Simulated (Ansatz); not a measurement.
Consider the hydrogen abstraction from the F–H bond: H–F + `[SiH3]`• → F• + SiH₄.

Gas-phase electronic energies from Ansatz, PBE0-D4/def2-TZVP geometries. CCSD(T)/CBS is frozen-core, at the limit of the def2 triple- and quadruple-zeta sets. Functionals use def2-TZVPP. B3LYP here is the variant with VWN-RPA as its local correlation; programs differ in this. HSE06 is defined as in plane-wave codes. Open shells (•) are unrestricted, without spin–orbit coupling. Spin–orbit coupling would lower the free atoms: a little for F.

H–F:

```xyz
2

F     0.093    0.124    0.433
H    -0.093   -0.124   -0.433
```

`[SiH3]`•:

Cartesian coordinates in Å:
```
Si 0.130 0.289 0.117
H 1.000 -0.178 -0.993
H -1.248 0.575 -0.363
H 0.118 -0.686 1.239
```

SiH₄:

Z-matrix (Å, degrees):
```
Si
H 1 1.485
H 1 1.485 2 109.5
H 1 1.485 2 109.5 3 -120.0
H 1 1.485 2 109.5 3 120.0
```

```tsv
level	ΔE (kJ/mol)
B3LYP-D4	179.3
HSE06-D4	185.3
BHLYP-D4	147.4
PBE-QIDH	179.1
```

**Question.** What does CCSD(T)/CBS give? (Best estimate.)

**Answer.** The calculation gave: +189.2 kJ/mol. The listed levels differ from it by -9.9, -3.9, -41.8, -10.1 kJ/mol.

Largest T1 diagnostic among the species: 0.015.

From r2SCAN to r2SCAN0 (25 % exact exchange), in def2-TZVPP and without D4, ΔE moves by −16.9 kJ/mol. At CCSD(T), def2-SVP lies −36.7 kJ/mol from the extrapolated value and def2-TZVPP −11.5 kJ/mol. Leaving LDA and LC-ωPBE aside and taking each functional with its dispersion term where it has one, the values, not all of them listed here, spread over 60.6 kJ/mol, from BHLYP-D4 to PBE-D4. LDA lies +44.3 kJ/mol from PBE without D4.

CCSD(T)/CBS has its own doubt, a few kJ/mol and more with outer-core shells, so smaller differences from it don't rank the levels.
